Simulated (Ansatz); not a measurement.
Born–Oppenheimer molecular dynamics of H4SSi2 (7 atoms, charge 0, multiplicity 1). It starts at the highest image of a converged band, a first-order saddle point between two minima.

The calculation used Ansatz 0.2.0, RKS PBE-D4/def2-SVP.

```
ensemble                      : NVE (velocity Verlet)
time step                     : 0.5 fs
steps asked                   : 200
starting velocities drawn for : 100 K
seed                          : 6099
```

First frame:

```xyz
7
Properties=species:S:1:pos:R:3
Si -1.011 0.576 -0.741
Si 0.006 -0.406 0.998
S 1.716 -1.436 0.100
H -1.101 0.474 -2.254
H -2.002 1.623 -0.300
H 0.286 1.161 0.915
H 2.106 -1.992 1.282
```

Q: What does the run give?

A: All steps were run.

* steps done: 200
* time covered: 100 fs
* mean temperature over the second half: 394 K
* spread of the potential energy over the second half: 6.9 meV per atom
* mean potential energy of the second half above the start: -27.1 meV per atom

The conserved energy stayed within 0.015 meV per atom of its start (net change -0.015 meV per atom), so the integration is sound. The system heated up, since it started high on the potential surface and ran downhill. A run of 0.1 ps of so small a system gives no equilibrium averages. The orbitals stay closed-shell, which can raise the energy where a bond breaks towards radicals; this wasn't checked here.

Q: What happens to the structure?

A: The step under study would form Si1–H6 and break Si2–H6. These pairs go: Si1–H6 2.18 → 3.32 Å, Si2–H6 1.59 → 1.53 Å. In the last frame they stand as before the step (other bonds may differ from the relaxed reactants and products). It ends as one piece, H4SSi2. Pairs count as bonded within 1.25 times the sum of covalent radii (0.12 Å more for H–H). Another seed would give other details.

Q: How do temperature and energy run in time?

A: 
```tsv
time (fs)	T (K)	potential energy less start (eV)	conserved less start (meV/atom)
0.0	100	0.000	0.00
3.0	92	0.005	0.00
6.0	80	0.013	0.00
9.0	74	0.017	0.00
12.0	79	0.014	0.01
15.0	112	-0.008	0.01
18.0	168	-0.044	0.01
21.0	250	-0.097	0.01
24.0	359	-0.167	0.00
27.0	480	-0.246	0.00
30.0	603	-0.325	-0.01
33.0	696	-0.385	-0.01
36.0	750	-0.420	-0.01
39.0	770	-0.433	-0.01
42.0	747	-0.418	-0.01
45.0	680	-0.375	-0.01
48.0	579	-0.310	0.00
51.0	467	-0.237	0.00
54.0	374	-0.177	0.00
57.0	309	-0.135	0.01
60.0	287	-0.121	0.01
63.0	311	-0.136	0.01
66.0	365	-0.171	0.00
69.0	430	-0.213	0.00
72.0	486	-0.249	0.00
75.0	513	-0.267	-0.01
78.0	501	-0.259	-0.01
81.0	443	-0.222	-0.01
84.0	359	-0.167	0.00
87.0	299	-0.128	0.01
90.0	303	-0.131	0.01
93.0	363	-0.170	0.00
96.0	430	-0.213	-0.01
99.0	464	-0.235	-0.02
```

Run time: 6.9 min on 1 thread of Intel(R) Xeon(R) Processor @ 2.70GHz, on a shared host, peak memory 0.14 GiB.
